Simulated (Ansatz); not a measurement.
Geometry optimisation, Ansatz 0.2.0, RKS PBE0/def2-SVP.

Input file:

```yaml
crystal:
  periodic: [false, false, false]
  atoms:
    - { symbol: B, position_ang: [0.0, 0.0, 0.0] }
    - { symbol: O, position_ang: [0.0, 0.0, 1.76] }
    - { symbol: H, position_ang: [-0.9095, -0.2814, 2.0971] }
    - { symbol: C, position_ang: [1.3856, 0.0, -0.8] }
    - { symbol: H, position_ang: [1.7152, -1.0462, -0.9702] }
    - { symbol: H, position_ang: [1.2491, 0.508, -1.7774] }
    - { symbol: H, position_ang: [2.1552, 0.5381, -0.2082] }
    - { symbol: H, position_ang: [-1.0305, 0.0, -0.595] }
    - { symbol: H, position_ang: [0.0668, 1.4124, 0.4698] }
    - { symbol: H, position_ang: [0.0544, 1.1498, 1.3187] }
basis:
  gaussian: { orbitals: def2-SVP }
hamiltonian:
  xc: pbe0
relax:
  f_tol: 0.15
  max_steps: 25
  restrain:
    - { distance: [0, 8], at: 1.19, k: 30.0 }
    - { distance: [9, 1], at: 1.01, k: 30.0 }
    - { distance: [0, 1], at: 2.61, k: 30.0 }
    - { distance: [9, 8], at: 1.86, k: 30.0 }
```

Launched with:

```bash
$ ansatz run input.yaml --threads 1 --pin off --max-ram 2048MiB --backend cpu --events-out ev --progress --plain --runs-dir out
```

**Question.** Where does it end, and by what steps?

**Answer.** It converged. The restraints hold the end off the free minimum. After 8 steps the energy has fallen by 1.708 eV (the restraints' own energy left out); B1 moved furthest, 0.60 Å.

```csv
step,energy less start (eV),largest force component (eV/Å),accepted
0,0.0000,3.529,yes
1,-0.5212,4.071,yes
2,-1.1996,2.897,yes
3,-1.4714,1.190,yes
4,-1.5962,0.603,yes
5,-1.6259,1.548,yes
6,-1.6846,0.800,yes
7,-1.7035,0.821,yes
8,-1.7079,0.796,yes
```

```xyz
10
Properties=species:S:1:pos:R:3
B 0.036 0.456 -0.384
O -0.007 0.019 2.177
H -0.910 -0.304 2.282
C 1.436 0.016 -0.893
H 1.553 -1.069 -1.025
H 1.526 0.473 -1.897
H 2.269 0.415 -0.296
H -0.960 -0.214 -0.562
H -0.125 1.559 0.069
H -0.132 0.929 1.824
```

Time of the run: 18 s on 1 thread of AMD EPYC 7B13 (Zen 3), with other jobs on the host, peak memory 0.14 GiB.
